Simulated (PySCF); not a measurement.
**[CH6N]+: core ionisation energies**

Species: CH6N (charge +1).
Numbering: `[CH3:1][NH3+:2]`

Computed with delta-SCF UKS SCAN, pcX-2 on the ionised atom, pcseg-1 elsewhere, spin-free X2C in PySCF 2.14.0. Vertical ΔSCF values, vacuum level as zero.

**Question.** Give the core binding energies atom by atom.

**Answer.** 
```tsv
atom(s)	environment	level	binding energy (eV)	count
N2	ammonium nitrogen	N 1s	415.79	1
C1	N-methyl carbon	C 1s	298.57	1
```

**Question.** Which effective nuclear charge Zeff reproduces each element's mean 1s value in the hydrogen-like formula E = 13.606 eV × Zeff²?

**Answer.** C (Z = 6): mean 298.6 eV, Zeff = 4.68, Z − Zeff = 1.32; N (Z = 7): mean 415.8 eV, Zeff = 5.53, Z − Zeff = 1.47. Means run over the listed sites, weighted by atom count.

**Question.** Which photon energy gives electrons from C 1s of C1 a kinetic energy of 20 eV, and what is their de Broglie wavelength?

**Answer.** hν = 298.57 + 20 = 318.57 eV, recoil neglected; λ = 12.264 Å/√(E/eV) = 2.74 Å.

The species carries charge +1, so core ionisation leaves charge +2. Isolated species at its GFN2-xTB geometry, gas phase.
